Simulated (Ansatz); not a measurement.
Relaxing Be

Theory: Ansatz 0.2.0, DFT r2SCAN, scalar-relativistic, plane waves, PAW. Cutoff 500 eV, Γ-centred k mesh, Gaussian smearing, no spin polarisation in the final step.

Be was placed on the fcc structure type (Fm-3m, No. 225), at a guessed volume.

```yaml
crystal:
  lattice:
    - [0.00000, 1.60991, 1.60991]
    - [1.60991, 0.00000, 1.60991]
    - [1.60991, 1.60991, 0.00000]
  atoms:
    - { symbol: Be, position: [0.00000, 0.00000, 0.00000] }
```

Steps on the 10×10×10 mesh (1 atom). 4 of 4 steps are shown, and the free energy counts from the last. Trial steps that were taken back and renewals of the plane-wave basis can be among the rows.

```tsv
step	ΔF (meV/atom)	V (Å³/atom)	P (GPa)
1	10.3	8.35	-6.52
2	1.9	8.06	-2.95
3	0.0	7.84	0.29
4	0.0	7.84	0.29
```

A final relaxation ran on a 22×22×22 mesh. The relaxed crystal, Fm-3m (No. 225):

Space group Fm-3m (No. 225). a = 3.159 Å, b = 3.159 Å, c = 3.159 Å, α = 90.00°, β = 90.00°, γ = 90.00°
```csv
atom,site,symmetry,x,y,z
Be,4a,m-3m,0.0000,0.0000,0.0000
```

```json
{
  "Volume per atom": "7.88 Å³",
  "Density": "1.90 g/cm³",
  "Energy over the standard structure": "0.09 eV/atom",
  "Gap on the 22×22×22 mesh": "0 eV (a metal)"
}
```

Energies count from the standard state of Be at the same level.

The final run used a 22×22×22 mesh on its 1-atom cell and 0.10 eV smearing. For metals, differences of a few meV/atom aren't resolved.

Symmetry constrained the relaxation, so the result can be a saddle point.